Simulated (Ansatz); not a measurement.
# AlNH4: how energies converge with the basis set

An exercise on one series of results from a longer session: the logs are not shown, and one member is left open.

Method: one geometry, several basis sets; program: Ansatz 0.2.0, Gaussian basis.

Plan: PBE0-D4/def2-SVP; ωB97M-V/def2-SVP; PBE0-D4/def2-QZVPP; ωB97M-V/def2-QZVPP; CCSD(T)/cc-pV(D+d)Z; CCSD(T)/cc-pV(T+d)Z; CCSD(T)/cc-pV(Q+d)Z; the functionals' def2-TZVPP values are taken from earlier runs.

## The geometry

All runs share one geometry, relaxed beforehand with PBE0-D4 in a triple-zeta def2 set.

SMILES `[NH2][AlH2]`, 6 atoms, charge 0, spin multiplicity 1.

Atoms are counted from 1 here; the program's logs count them from 0.

Bond lengths: N1–Al2 1.766 Å, N1–H3 1.007 Å, N1–H4 1.007 Å, Al2–H5 1.583 Å, Al2–H6 1.583 Å. Angles: Al2–N1–H3 124.9°, Al2–N1–H4 124.9°, H3–N1–H4 110.2°, N1–Al2–H5 117.9°, N1–Al2–H6 117.9°, H5–Al2–H6 124.3°.

Coordinates:

```
N     0.0502   -0.9436    0.0780
Al   -0.0312    0.8134   -0.0834
H     0.2858   -1.5801   -0.6662
H    -0.1323   -1.4531    0.9275
H     0.2888    1.4422   -1.5009
H    -0.4193    1.6574    1.1989
```

Set-up of the first run:

Input file in.yaml:

```yaml
crystal:
  periodic: [false, false, false]
  atoms:
    - {symbol: N, position_ang: [0.050204, -0.943619, 0.077987]}
    - {symbol: Al, position_ang: [-0.031150, 0.813368, -0.083396]}
    - {symbol: H, position_ang: [0.285838, -1.580129, -0.666210]}
    - {symbol: H, position_ang: [-0.132347, -1.453084, 0.927470]}
    - {symbol: H, position_ang: [0.288810, 1.442194, -1.500909]}
    - {symbol: H, position_ang: [-0.419256, 1.657369, 1.198858]}
basis:
  gaussian: {orbitals: def2-SVP}
hamiltonian: {xc: pbe0, dispersion: d4}
output: {orbitals: {seedname: orbitals}}
```

Command:

```console
$ ansatz run in.yaml --threads 2 --pin off --events-out ev --progress --plain --max-ram 32768MiB --backend cpu
```

Among the steps run: PBE0-D4 in def2-SVP; ωB97M-V in def2-SVP; PBE0-D4 in def2-QZVPP; ωB97M-V in def2-QZVPP.

One of the session's tables, all rows but one given; the rest of the session is left out.

| functional | basis | HOMO (eV) |
| --- | --- | --- |
| PBE0-D4 | def2-SVP | -7.43 |
| PBE0-D4 | def2-TZVPP | -7.58 |
| PBE0-D4 | def2-QZVPP | -7.61 |
| ωB97M-V | def2-SVP | -9.79 |
| ωB97M-V | def2-TZVPP | -9.98 |
| ωB97M-V | def2-QZVPP | ? |

Estimate the missing values for ωB97M-V, def2-QZVPP.

As computed: HOMO (eV): -10.02. In the column «HOMO (eV)» it is the lowest.
